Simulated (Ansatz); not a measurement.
Geometry optimisation, Ansatz, RKS PBE0/def2-SVP.

The input (input.yaml):

```yaml
crystal:
  periodic: [false, false, false]
  atoms:
    - { symbol: Al, position_ang: [0.037473, 0.4284, -0.423879] }
    - { symbol: F, position_ang: [-0.047601, 0.242079, 2.447252] }
    - { symbol: O, position_ang: [1.582989, -0.161128, -0.836555] }
    - { symbol: H, position_ang: [1.757004, -0.986424, -1.289373] }
    - { symbol: H, position_ang: [-1.2957, -0.26731, -0.919526] }
    - { symbol: H, position_ang: [0.067491, 1.783244, 0.370303] }
    - { symbol: H, position_ang: [0.076045, 1.092241, 2.098078] }
basis:
  gaussian: { orbitals: def2-SVP }
hamiltonian:
  xc: pbe0
relax:
  f_tol: 0.03
  max_steps: 50
```

Run as:

```bash
$ ansatz run input.yaml --threads 1 --pin off --max-ram 2048MiB --backend cpu --events-out ev --progress --plain --runs-dir out
```

Q: Where does it end, and by what steps?

A: The run converged. After 6 steps the energy has fallen by 0.289 eV; F2 moved furthest, 0.59 Å. Joined: Al1–F2 (2.88 → 2.07 Å).

| step | energy less start (eV) | largest force component (eV/Å) | accepted |
| --- | --- | --- | --- |
| 0 | 0.0000 | 0.338 | yes |
| 1 | -0.0834 | 0.858 | yes |
| 2 | -0.2044 | 1.073 | yes |
| 3 | -0.2806 | 0.209 | yes |
| 4 | -0.2852 | 0.233 | yes |
| 5 | -0.2886 | 0.079 | yes |
| 6 | -0.2890 | 0.011 | yes |

```xyz
7
Properties=species:S:1:pos:R:3
Al 0.034 0.409 -0.176
F 0.005 0.100 1.874
O 1.567 -0.152 -0.678
H 1.733 -0.953 -1.177
H -1.317 -0.246 -0.682
H 0.082 1.924 0.406
H 0.073 1.050 1.878
```

Whether the end is a true minimum wasn't checked by a vibrational analysis.

Run time: 12 s on 1 thread of Intel(R) Xeon(R) Platinum 8488C (Sapphire Rapids), with other jobs on the host, peak memory 0.15 GiB.
